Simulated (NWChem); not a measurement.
System: C3H7Cl; SMILES CCCCl

The following NWChem deck was run.

```
start job
memory heap 200 mb stack 900 mb global 1100 mb
geometry units angstroms
  C     -0.790821    -1.749335     0.142086
  C      0.510567    -1.147553    -0.360846
  C      0.893354     0.158830     0.303890
  Cl    -0.295859     1.463295    -0.020850
  H     -0.741161    -1.967507     1.221125
  H     -1.020912    -2.690102    -0.379535
  H     -1.629248    -1.055917    -0.020928
  H      0.461419    -0.988387    -1.450955
  H      1.345484    -1.850507    -0.189361
  H      0.950452     0.054851     1.397497
  H      1.862200     0.526322    -0.060731
end
basis spherical
  * library 6-31g*
end
dft
  xc hfexch
  iterations 150
end
driver
  maxiter 120
end
task dft optimize
task dft freq
```

The level has its own optimisation; frequencies are unscaled. Brackets give each atom's bonded neighbours.

Q: Predict the main results of this run. (Hartree-Fock/6-31G* (spherical d).) Quantities: r C–C [C(CCHH)–C(CHHH)] (Å); r C–H [C(CHHH)–H(C)] (Å); r C–C [C(CCHH)–C(CClHH)] (Å); r C–Cl (Å); highest harmonic frequency (cm⁻¹); lowest (cm⁻¹); zero-point energy (kcal/mol); dipole (D).

A: 
```yaml
r C–C [C(CCHH)–C(CHHH)] (Å): 1.527
r C–H [C(CHHH)–H(C)] (Å): 1.085
r C–C [C(CCHH)–C(CClHH)] (Å): 1.522
r C–Cl (Å): 1.802
highest harmonic frequency (cm⁻¹): 3341
lowest (cm⁻¹): 140
zero-point energy (kcal/mol): 64.1
dipole (D): 2.41
```
